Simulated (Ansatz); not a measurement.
# B2HSi: the cost of one run

Method: cc-pVTZ, core rule «outside noble gas», up to 7 orbitals frozen; program: Ansatz 0.2.0, Gaussian basis.

To be run: UHF; CCSD(T) on ROHF; CCSD(T) on UHF; BCCD(T) on ROHF; CCSDT(Q) on ROHF; CCSDT(Q) on UHF.

5 further runs of the same task are left out: 5 set aside as unsound or not needed.

## 1. The system

The geometry is a PBE0/def2-TZVP stationary point (not a proven minimum).

4 atoms, charge 0, spin multiplicity 4.

Atoms are counted from 1 here; the program's logs count them from 0.

Bond lengths: B1–B2 1.579 Å, B2–Si3 1.996 Å, B2–H4 1.210 Å. Angles: B1–B2–Si3 136.4°, B1–B2–H4 115.9°, Si3–B2–H4 107.7°.

Coordinates:

| atom | x (Å) | y (Å) | z (Å) |
| --- | --- | --- | --- |
| B1 | 0.00000 | -0.38073 | 2.15019 |
| B2 | 0.00000 | 0.40562 | 0.78039 |
| Si3 | 0.00000 | -0.06746 | -1.15908 |
| H4 | 0.00000 | 1.61266 | 0.86404 |

## 2. UHF

The input, in.yaml:

```yaml
crystal:
  periodic: [false, false, false]
  atoms:
    - {symbol: B, position_ang: [0.000000, -0.380732, 2.150191]}
    - {symbol: B, position_ang: [0.000000, 0.405618, 0.780388]}
    - {symbol: Si, position_ang: [0.000000, -0.067455, -1.159082]}
    - {symbol: H, position_ang: [0.000000, 1.612658, 0.864045]}
basis:
  gaussian: {orbitals: cc-pVTZ}
magnetization: {spin_polarized: true, initial_magnetization: 3}
hamiltonian: {xc: hf}
output: {orbitals: {seedname: orbitals}}
```

Run with:

```console
> ansatz run in.yaml --threads 1 --pin off --events-out ev --progress --plain --max-ram 4096MiB --backend cpu
```

**Question.** How long does this run take on 1 thread of AMD EPYC 7R13, shared host, and how much memory does it need?

About 11 s, with a peak of 0.25 GiB.
